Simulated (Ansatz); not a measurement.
Rutile MnF2 was calculated with PBEsol (PAW; Ansatz, a program for electronic structure).

Settings: plane-wave cutoff 520 eV, 8×8×10 k mesh (along the axes of the cell as run), perturbation theory, spin-polarised with opposed moments, scalar-relativistic PAW data made under PBE.

Computed at the level's own relaxed cell.

Task: What does this level give for the high-frequency dielectric constant (mean over three axes) and static dielectric constant (mean over three axes)?

Result: 
- high-frequency dielectric constant (mean over three axes): 3.04
- static dielectric constant (mean over three axes): 9.34

Measured, for comparison: static dielectric constant 8.15 (temperature not stated, not corrected to a static lattice, polycrystalline average of the tensor's eigenvalues; as tabulated in Petousis et al. (2017), doi:10.1038/sdata.2016.134). Computed (rounded) less measured: static dielectric constant +15 %.
